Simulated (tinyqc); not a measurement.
Inside a calculation (part 1 of 2). Method: UHF in the sto-3g basis, for LiH+, spin multiplicity 2. Computed by tinyqc, a small Python program that keeps every step (integrals from PySCF). Settings: charge = 1, multiplicity = 2, basis = sto-3g, energy threshold = 1e-09, iteration cap = 62, orthogonalisation = canonical, start = core, DIIS depth = 0, method = UHF. Command: `OMP_NUM_THREADS=1 python tinyqc.py 29835 29836 out.jsonl` (the two numbers bound the seeds that draw the settings). One thread of a shared host (Intel(R) Xeon(R) Processor @ 2.60GHz), about 0.08 s of CPU time with the checks. Later iterations appear only in the table of the cycle.

## One-electron integrals

Geometry (angstrom):
```
atom         x         y         z
Li    0.000000  0.000000  0.000000
H     0.000000  0.000000  3.005000
```

Basis sto-3g: exponents (1/bohr^2) and contraction coefficients of normalised primitives:
```
element  l (shell)   exponent  coefficient
Li           s (1)  16.119575     0.154329
Li           s (1)   2.936201     0.535328
Li           s (1)   0.794651     0.444635
Li           s (2)   0.636290    -0.099967
Li           s (2)   0.147860     0.399513
Li           s (2)   0.048089     0.700115
Li           p (3)   0.636290     0.155916
Li           p (3)   0.147860     0.607684
Li           p (3)   0.048089     0.391957
H            s (1)   3.425251     0.154329
H            s (1)   0.623914     0.535328
H            s (1)   0.168855     0.444635
```

Overlap, kinetic and nuclear-attraction integrals over the contracted functions; the nuclear repulsion is the sum of Za Zb / Rab.

nuclear repulsion = 0.52829672 hartree

overlap S, order 1Li 1s, 1Li 2s, 1Li 2px, 1Li 2py, 1Li 2pz, 2H 1s:
```
[[1.000000, 0.241137, 0.000000, 0.000000, 0.000000, 0.001923],
 [0.241137, 1.000000, 0.000000, 0.000000, 0.000000, 0.122836],
 [0.000000, 0.000000, 1.000000, 0.000000, 0.000000, 0.000000],
 [0.000000, 0.000000, 0.000000, 1.000000, 0.000000, 0.000000],
 [0.000000, 0.000000, 0.000000, 0.000000, 1.000000, 0.191392],
 [0.001923, 0.122836, 0.000000, 0.000000, 0.191392, 1.000000]]
```

kinetic energy T (hartree), order 1Li 1s, 1Li 2s, 1Li 2px, 1Li 2py, 1Li 2pz, 2H 1s:
```
[[3.576786, -0.020237, 0.000000, 0.000000, 0.000000, -0.001774],
 [-0.020237, 0.102163, 0.000000, 0.000000, 0.000000, -0.002152],
 [0.000000, 0.000000, 0.319682, 0.000000, 0.000000, 0.000000],
 [0.000000, 0.000000, 0.000000, 0.319682, 0.000000, 0.000000],
 [0.000000, 0.000000, 0.000000, 0.000000, 0.319682, 0.004642],
 [-0.001774, -0.002152, 0.000000, 0.000000, 0.004642, 0.760032]]
```

nuclear attraction V (hartree), order 1Li 1s, 1Li 2s, 1Li 2px, 1Li 2py, 1Li 2pz, 2H 1s:
```
[[-8.158980, -1.006807, 0.000000, 0.000000, -0.004566, -0.006765],
 [-1.006807, -1.381891, 0.000000, 0.000000, -0.053800, -0.158323],
 [0.000000, 0.000000, -1.360630, 0.000000, 0.000000, 0.000000],
 [0.000000, 0.000000, 0.000000, -1.360630, 0.000000, 0.000000],
 [-0.004566, -0.053800, 0.000000, 0.000000, -1.394986, -0.248163],
 [-0.006765, -0.158323, 0.000000, 0.000000, -0.248163, -1.754910]]
```

core Hamiltonian H = T + V (hartree), order 1Li 1s, 1Li 2s, 1Li 2px, 1Li 2py, 1Li 2pz, 2H 1s:
```
[[-4.582194, -1.027044, 0.000000, 0.000000, -0.004566, -0.008539],
 [-1.027044, -1.279727, 0.000000, 0.000000, -0.053800, -0.160475],
 [0.000000, 0.000000, -1.040948, 0.000000, 0.000000, 0.000000],
 [0.000000, 0.000000, 0.000000, -1.040948, 0.000000, 0.000000],
 [-0.004566, -0.053800, 0.000000, 0.000000, -1.075305, -0.243521],
 [-0.008539, -0.160475, 0.000000, 0.000000, -0.243521, -0.994878]]
```

## Two-electron integrals

Functions are numbered as in S; the eight-fold symmetry (ij|kl) = (ji|kl) = (kl|ij) leaves the list below.

Two-electron integrals (ij|kl) in chemists' order, unique and non-zero (hartree):
```
(11|11) 1.680395   (21|11) 0.265420   (21|21) 0.049941   (22|11) 0.397727
(22|21) 0.092860   (22|22) 0.290562   (31|31) 0.008981   (32|31) 0.013788
(32|32) 0.064184   (33|11) 0.396640   (33|21) 0.092880   (33|22) 0.290497
(33|33) 0.312946   (41|41) 0.008981   (42|41) 0.013788   (42|42) 0.064184
(43|43) 0.016869   (44|11) 0.396640   (44|21) 0.092880   (44|22) 0.290497
(44|33) 0.279207   (44|44) 0.312946   (51|51) 0.008981   (52|51) 0.013788
(52|52) 0.064184   (53|53) 0.016869   (54|54) 0.016869   (55|11) 0.396640
(55|21) 0.092880   (55|22) 0.290497   (55|33) 0.279207   (55|44) 0.279207
(55|55) 0.312946   (61|11) 0.001819   (61|21) 0.000358   (61|22) 0.000724
(61|33) 0.000710   (61|44) 0.000710   (61|51) 0.000061   (61|52) 0.000129
(61|55) 0.000754   (61|61) 3.14e-06   (62|11) 0.027500   (62|21) 0.006610
(62|22) 0.025601   (62|33) 0.024072   (62|44) 0.024072   (62|51) 0.000870
(62|52) 0.007979   (62|55) 0.028625   (62|61) 0.000064   (62|62) 0.006509
(63|31) 0.000199   (63|32) 0.001455   (63|53) 0.000787   (63|63) 0.000203
(64|41) 0.000199   (64|42) 0.001455   (64|54) 0.000787   (64|64) 0.000203
(65|11) 0.041848   (65|21) 0.010072   (65|22) 0.039348   (65|33) 0.036859
(65|44) 0.036859   (65|51) 0.001351   (65|52) 0.012532   (65|55) 0.044276
(65|61) 0.000098   (65|62) 0.010361   (65|65) 0.016512   (66|11) 0.176099
(66|21) 0.042463   (66|22) 0.174301   (66|33) 0.163331   (66|44) 0.163331
(66|51) 0.004565   (66|52) 0.052696   (66|55) 0.195898   (66|61) 0.000398
(66|62) 0.062213   (66|65) 0.100123   (66|66) 0.774606
```

## Orthogonalisation

S = U s U^T; canonical form X = U s^(-1/2), so that X^T S X = 1. Each column of U has its largest component positive (the first on a tie).

eigenvalues of S: [0.709875, 0.840488, 1.000000, 1.000000, 1.157600, 1.292037]

X, order 1Li 1s, 1Li 2s, 1Li 2px, 1Li 2py, 1Li 2pz, 2H 1s:
```
[[-0.624179, 0.516360, 0.000000, 0.000000, -0.437880, 0.463339],
 [0.755443, -0.336978, 0.000000, 0.000000, -0.290073, 0.557820],
 [0.000000, 0.000000, 0.685998, 0.727603, 0.000000, 0.000000],
 [0.000000, 0.000000, 0.727603, -0.685998, 0.000000, 0.000000],
 [0.368739, 0.691196, 0.000000, 0.000000, 0.591938, 0.273041],
 [-0.558961, -0.576065, 0.000000, 0.000000, 0.487426, 0.416622]]
```

Within a degenerate level the vectors are fixed only up to a rotation; this is one choice.

## Starting guess

The start is the orbitals of the core Hamiltonian; D(s) = C_occ C_occ^T for each spin.

D(alpha) at the start, order 1Li 1s, 1Li 2s, 1Li 2px, 1Li 2py, 1Li 2pz, 2H 1s:
```
[[1.041700, -0.163451, 0.000000, 0.000000, -0.097229, -0.025380],
 [-0.163451, 0.634046, 0.000000, 0.000000, 0.444725, 0.127112],
 [0.000000, 0.000000, 0.000000, 0.000000, 0.000000, 0.000000],
 [0.000000, 0.000000, 0.000000, 0.000000, 0.000000, 0.000000],
 [-0.097229, 0.444725, 0.000000, 0.000000, 0.312237, 0.089286],
 [-0.025380, 0.127112, 0.000000, 0.000000, 0.089286, 0.025538]]
```

D(beta) at the start, order 1Li 1s, 1Li 2s, 1Li 2px, 1Li 2py, 1Li 2pz, 2H 1s:
```
[[1.011123, -0.024277, 0.000000, 0.000000, 0.000481, 0.002560],
 [-0.024277, 0.000583, 0.000000, 0.000000, -0.000012, -0.000061],
 [0.000000, 0.000000, 0.000000, 0.000000, 0.000000, 0.000000],
 [0.000000, 0.000000, 0.000000, 0.000000, 0.000000, 0.000000],
 [0.000481, -0.000012, 0.000000, 0.000000, 0.000000, 0.000001],
 [0.002560, -0.000061, 0.000000, 0.000000, 0.000001, 0.000006]]
```

## Iteration 1: building the Fock matrix

J_ij = sum D_kl (ij|kl) with D = D(alpha) + D(beta), K_ij = sum D_kl (ik|jl) for each spin; F = H + J - K(s); E = tr D H + tr D J / 2 - 0.5 sum_s tr D(s) K(s) + E_nn.

Coulomb J (hartree), order 1Li 1s, 1Li 2s, 1Li 2px, 1Li 2py, 1Li 2pz, 2H 1s:
```
[[3.745032, 0.618589, 0.000000, 0.000000, 0.011102, 0.004441],
 [0.618589, 1.074653, 0.000000, 0.000000, 0.060025, 0.091174],
 [0.000000, 0.000000, 1.067734, 0.000000, 0.000000, 0.000000],
 [0.000000, 0.000000, 0.000000, 1.067734, 0.000000, 0.000000],
 [0.011102, 0.060025, 0.000000, 0.000000, 1.081579, 0.139940],
 [0.004441, 0.091174, 0.000000, 0.000000, 0.139940, 0.616782]]
```

exchange K(alpha) (hartree), order 1Li 1s, 1Li 2s, 1Li 2px, 1Li 2py, 1Li 2pz, 2H 1s:
```
[[1.698181, 0.266815, 0.000000, 0.000000, 0.008424, 0.004108],
 [0.266815, 0.233702, 0.000000, 0.000000, 0.157042, 0.068497],
 [0.000000, 0.000000, 0.051317, 0.000000, 0.000000, 0.000000],
 [0.000000, 0.000000, 0.000000, 0.051317, 0.000000, 0.000000],
 [0.008424, 0.157042, 0.000000, 0.000000, 0.154703, 0.066302],
 [0.004108, 0.068497, 0.000000, 0.000000, 0.066302, 0.071919]]
```

exchange K(beta) (hartree), order 1Li 1s, 1Li 2s, 1Li 2px, 1Li 2py, 1Li 2pz, 2H 1s:
```
[[1.686238, 0.257630, 0.000000, 0.000000, 0.000301, 0.001635],
 [0.257630, 0.046188, 0.000000, 0.000000, 0.000072, 0.000301],
 [0.000000, 0.000000, 0.008450, 0.000000, 0.000000, 0.000000],
 [0.000000, 0.000000, 0.000000, 0.008450, 0.000000, 0.000000],
 [0.000301, 0.000072, 0.000000, 0.000000, 0.008455, 0.000052],
 [0.001635, 0.000301, 0.000000, 0.000000, 0.000052, 0.000003]]
```

F(alpha) (hartree), order 1Li 1s, 1Li 2s, 1Li 2px, 1Li 2py, 1Li 2pz, 2H 1s:
```
[[-2.535343, -0.675270, 0.000000, 0.000000, -0.001888, -0.008206],
 [-0.675270, -0.438777, 0.000000, 0.000000, -0.150817, -0.137798],
 [0.000000, 0.000000, -0.024531, 0.000000, 0.000000, 0.000000],
 [0.000000, 0.000000, 0.000000, -0.024531, 0.000000, 0.000000],
 [-0.001888, -0.150817, 0.000000, 0.000000, -0.148428, -0.169884],
 [-0.008206, -0.137798, 0.000000, 0.000000, -0.169884, -0.450015]]
```

F(beta) (hartree), order 1Li 1s, 1Li 2s, 1Li 2px, 1Li 2py, 1Li 2pz, 2H 1s:
```
[[-2.523400, -0.666085, 0.000000, 0.000000, 0.006235, -0.005732],
 [-0.666085, -0.251263, 0.000000, 0.000000, 0.006152, -0.069602],
 [0.000000, 0.000000, 0.018335, 0.000000, 0.000000, 0.000000],
 [0.000000, 0.000000, 0.000000, 0.018335, 0.000000, 0.000000],
 [0.006235, 0.006152, 0.000000, 0.000000, -0.002180, -0.103633],
 [-0.005732, -0.069602, 0.000000, 0.000000, -0.103633, -0.378100]]
```

total energy of this density = -7.37138557 hartree

## Iteration 1: diagonalisation and new density

Diagonalise F' = X^T F X, C = X C', fill 2 alpha and 1 beta electrons from the bottom; D(s) = C_occ C_occ^T. Each column has its largest component positive (the first on a tie).

F' = X^T F X (alpha) (hartree):
```
[[-0.664612, 0.416262, 0.000000, 0.000000, -0.502702, 0.578496],
 [0.416262, -0.555494, 0.000000, 0.000000, 0.653979, -0.536472],
 [0.000000, 0.000000, -0.024531, 0.000000, 0.000000, 0.000000],
 [0.000000, 0.000000, 0.000000, -0.024531, 0.000000, 0.000000],
 [-0.502702, 0.653979, 0.000000, 0.000000, -0.856302, 0.601888],
 [0.578496, -0.536472, 0.000000, 0.000000, 0.601888, -1.271349]]
```

orbital energies (alpha) (hartree): [-2.537282, -0.521361, -0.256928, -0.032186, -0.024531, -0.024531]

coefficients C (alpha), order 1Li 1s, 1Li 2s, 1Li 2px, 1Li 2py, 1Li 2pz, 2H 1s:
```
[[0.992260, -0.121223, -0.218215, 0.125528, 0.000000, 0.000000],
 [0.030318, 0.433409, 0.818009, -0.470799, 0.000000, 0.000000],
 [0.000000, 0.000000, 0.000000, 0.000000, 0.740722, -0.671811],
 [0.000000, 0.000000, 0.000000, 0.000000, 0.671811, 0.740722],
 [0.002881, 0.314698, 0.378779, 0.892269, 0.000000, 0.000000],
 [-0.001380, 0.745011, -0.678157, -0.201264, 0.000000, 0.000000]]
```

F' = X^T F X (beta) (hartree):
```
[[-0.518720, 0.434799, 0.000000, 0.000000, -0.454477, 0.715706],
 [0.434799, -0.535555, 0.000000, 0.000000, 0.647642, -0.530443],
 [0.000000, 0.000000, 0.018335, 0.000000, 0.000000, 0.000000],
 [0.000000, 0.000000, 0.000000, 0.018335, 0.000000, 0.000000],
 [-0.454477, 0.647642, 0.000000, 0.000000, -0.807797, 0.680105],
 [0.715706, -0.530443, 0.000000, 0.000000, 0.680105, -1.084708]]
```

orbital energies (beta) (hartree): [-2.524866, -0.382085, -0.073108, 0.018335, 0.018335, 0.033279]

coefficients C (beta), order 1Li 1s, 1Li 2s, 1Li 2px, 1Li 2py, 1Li 2pz, 2H 1s:
```
[[0.993619, -0.021224, -0.266382, 0.000000, 0.000000, -0.062942],
 [0.025239, 0.071564, 1.005498, 0.000000, 0.000000, 0.250539],
 [0.000000, 0.000000, 0.000000, 0.728513, 0.685032, 0.000000],
 [0.000000, 0.000000, 0.000000, -0.685032, 0.728513, 0.000000],
 [-0.002212, 0.077186, -0.226194, 0.000000, 0.000000, 0.990725],
 [-0.002031, 0.971343, -0.128492, 0.000000, 0.000000, -0.308911]]
```

D(alpha) after iteration 1, order 1Li 1s, 1Li 2s, 1Li 2px, 1Li 2py, 1Li 2pz, 2H 1s:
```
[[0.999274, -0.022456, 0.000000, 0.000000, -0.035290, -0.091682],
 [-0.022456, 0.188763, 0.000000, 0.000000, 0.136480, 0.322853],
 [0.000000, 0.000000, 0.000000, 0.000000, 0.000000, 0.000000],
 [0.000000, 0.000000, 0.000000, 0.000000, 0.000000, 0.000000],
 [-0.035290, 0.136480, 0.000000, 0.000000, 0.099043, 0.234450],
 [-0.091682, 0.322853, 0.000000, 0.000000, 0.234450, 0.555043]]
```

D(beta) after iteration 1, order 1Li 1s, 1Li 2s, 1Li 2px, 1Li 2py, 1Li 2pz, 2H 1s:
```
[[0.987278, 0.025078, 0.000000, 0.000000, -0.002198, -0.002018],
 [0.025078, 0.000637, 0.000000, 0.000000, -0.000056, -0.000051],
 [0.000000, 0.000000, 0.000000, 0.000000, 0.000000, 0.000000],
 [0.000000, 0.000000, 0.000000, 0.000000, 0.000000, 0.000000],
 [-0.002198, -0.000056, 0.000000, 0.000000, 0.000005, 0.000004],
 [-0.002018, -0.000051, 0.000000, 0.000000, 0.000004, 0.000004]]
```

Within a degenerate level the vectors are fixed only up to a rotation; this is one choice.

## Iteration 2: building the Fock matrix

As before.

Coulomb J (hartree), order 1Li 1s, 1Li 2s, 1Li 2px, 1Li 2py, 1Li 2pz, 2H 1s:
```
[[3.588980, 0.586813, 0.000000, 0.000000, 0.006806, 0.004166],
 [0.586813, 1.005986, 0.000000, 0.000000, 0.056731, 0.108040],
 [0.000000, 0.000000, 0.994455, 0.000000, 0.000000, 0.000000],
 [0.000000, 0.000000, 0.000000, 0.994455, 0.000000, 0.000000],
 [0.006806, 0.056731, 0.000000, 0.000000, 1.022282, 0.168328],
 [0.004166, 0.108040, 0.000000, 0.000000, 0.168328, 0.933485]]
```

exchange K(alpha) (hartree), order 1Li 1s, 1Li 2s, 1Li 2px, 1Li 2py, 1Li 2pz, 2H 1s:
```
[[1.677500, 0.274152, 0.000000, 0.000000, 0.000243, 0.001487],
 [0.274152, 0.129612, 0.000000, 0.000000, 0.074319, 0.116156],
 [0.000000, 0.000000, 0.023526, 0.000000, 0.000000, 0.000000],
 [0.000000, 0.000000, 0.000000, 0.023526, 0.000000, 0.000000],
 [0.000243, 0.074319, 0.000000, 0.000000, 0.089236, 0.136775],
 [0.001487, 0.116156, 0.000000, 0.000000, 0.136775, 0.522671]]
```

exchange K(beta) (hartree), order 1Li 1s, 1Li 2s, 1Li 2px, 1Li 2py, 1Li 2pz, 2H 1s:
```
[[1.672354, 0.273273, 0.000000, 0.000000, -0.000982, 0.002048],
 [0.273273, 0.054120, 0.000000, 0.000000, -0.000279, 0.000434],
 [0.000000, 0.000000, 0.009599, 0.000000, 0.000000, 0.000000],
 [0.000000, 0.000000, 0.000000, 0.009599, 0.000000, 0.000000],
 [-0.000982, -0.000279, 0.000000, 0.000000, 0.009595, 0.000073],
 [0.002048, 0.000434, 0.000000, 0.000000, 0.000073, 0.000005]]
```

F(alpha) (hartree), order 1Li 1s, 1Li 2s, 1Li 2px, 1Li 2py, 1Li 2pz, 2H 1s:
```
[[-2.670714, -0.714384, 0.000000, 0.000000, 0.001997, -0.005860],
 [-0.714384, -0.403353, 0.000000, 0.000000, -0.071388, -0.168591],
 [0.000000, 0.000000, -0.070020, 0.000000, 0.000000, 0.000000],
 [0.000000, 0.000000, 0.000000, -0.070020, 0.000000, 0.000000],
 [0.001997, -0.071388, 0.000000, 0.000000, -0.142259, -0.211969],
 [-0.005860, -0.168591, 0.000000, 0.000000, -0.211969, -0.584064]]
```

F(beta) (hartree), order 1Li 1s, 1Li 2s, 1Li 2px, 1Li 2py, 1Li 2pz, 2H 1s:
```
[[-2.665568, -0.713504, 0.000000, 0.000000, 0.003222, -0.006422],
 [-0.713504, -0.327861, 0.000000, 0.000000, 0.003210, -0.052869],
 [0.000000, 0.000000, -0.056092, 0.000000, 0.000000, 0.000000],
 [0.000000, 0.000000, 0.000000, -0.056092, 0.000000, 0.000000],
 [0.003222, 0.003210, 0.000000, 0.000000, -0.062617, -0.075266],
 [-0.006422, -0.052869, 0.000000, 0.000000, -0.075266, -0.061398]]
```

total energy of this density = -7.56436190 hartree

## Iteration 2: diagonalisation and new density

As before.

F' = X^T F X (alpha) (hartree):
```
[[-0.613839, 0.449434, 0.000000, 0.000000, -0.488889, 0.695712],
 [0.449434, -0.629554, 0.000000, 0.000000, 0.697809, -0.513635],
 [0.000000, 0.000000, -0.070020, 0.000000, 0.000000, 0.000000],
 [0.000000, 0.000000, 0.000000, -0.070020, 0.000000, 0.000000],
 [-0.488889, 0.697809, 0.000000, 0.000000, -0.964769, 0.612215],
 [0.695712, -0.513635, 0.000000, 0.000000, 0.612215, -1.330218]]
```

orbital energies (alpha) (hartree): [-2.672873, -0.629996, -0.171089, -0.070020, -0.070020, -0.064423]

coefficients C (alpha), order 1Li 1s, 1Li 2s, 1Li 2px, 1Li 2py, 1Li 2pz, 2H 1s:
```
[[0.992165, -0.069675, -0.269318, 0.000000, 0.000000, 0.029536],
 [0.030694, 0.246207, 1.003538, 0.000000, 0.000000, -0.104427],
 [0.000000, 0.000000, 0.000000, 0.821046, 0.570862, 0.000000],
 [0.000000, 0.000000, 0.000000, -0.570862, 0.821046, 0.000000],
 [0.000326, 0.201873, 0.080231, 0.000000, 0.000000, 0.995727],
 [-0.002052, 0.883501, -0.389823, 0.000000, 0.000000, -0.350580]]
```

F' = X^T F X (beta) (hartree):
```
[[-0.508930, 0.536612, 0.000000, 0.000000, -0.563699, 0.643841],
 [0.536612, -0.505896, 0.000000, 0.000000, 0.559504, -0.649965],
 [0.000000, 0.000000, -0.056092, 0.000000, 0.000000, 0.000000],
 [0.000000, 0.000000, 0.000000, -0.056092, 0.000000, 0.000000],
 [-0.563699, 0.559504, 0.000000, 0.000000, -0.784977, 0.805908],
 [0.643841, -0.649965, 0.000000, 0.000000, 0.805908, -1.100803]]
```

orbital energies (beta) (hartree): [-2.667697, -0.158407, -0.103879, -0.056092, -0.056092, 0.029376]

coefficients C (beta), order 1Li 1s, 1Li 2s, 1Li 2px, 1Li 2py, 1Li 2pz, 2H 1s:
```
[[0.992330, -0.240897, 0.120625, 0.000000, 0.000000, 0.073133],
 [0.030082, 0.891802, -0.450090, 0.000000, 0.000000, -0.284179],
 [0.000000, 0.000000, 0.000000, 0.328033, 0.944666, 0.000000],
 [0.000000, 0.000000, 0.000000, 0.944666, -0.328033, 0.000000],
 [-0.000840, 0.147223, 0.694815, 0.000000, 0.000000, -0.730902],
 [-0.002540, 0.360166, 0.498577, 0.000000, 0.000000, 0.822886]]
```

D(alpha) after iteration 2, order 1Li 1s, 1Li 2s, 1Li 2px, 1Li 2py, 1Li 2pz, 2H 1s:
```
[[0.989245, 0.013299, 0.000000, 0.000000, -0.013742, -0.063594],
 [0.013299, 0.061560, 0.000000, 0.000000, 0.049712, 0.217461],
 [0.000000, 0.000000, 0.000000, 0.000000, 0.000000, 0.000000],
 [0.000000, 0.000000, 0.000000, 0.000000, 0.000000, 0.000000],
 [-0.013742, 0.049712, 0.000000, 0.000000, 0.040753, 0.178354],
 [-0.063594, 0.217461, 0.000000, 0.000000, 0.178354, 0.780579]]
```

D(beta) after iteration 2, order 1Li 1s, 1Li 2s, 1Li 2px, 1Li 2py, 1Li 2pz, 2H 1s:
```
[[0.984719, 0.029851, 0.000000, 0.000000, -0.000834, -0.002521],
 [0.029851, 0.000905, 0.000000, 0.000000, -0.000025, -0.000076],
 [0.000000, 0.000000, 0.000000, 0.000000, 0.000000, 0.000000],
 [0.000000, 0.000000, 0.000000, 0.000000, 0.000000, 0.000000],
 [-0.000834, -0.000025, 0.000000, 0.000000, 0.000001, 0.000002],
 [-0.002521, -0.000076, 0.000000, 0.000000, 0.000002, 0.000006]]
```

Within a degenerate level the vectors are fixed only up to a rotation; this is one choice.
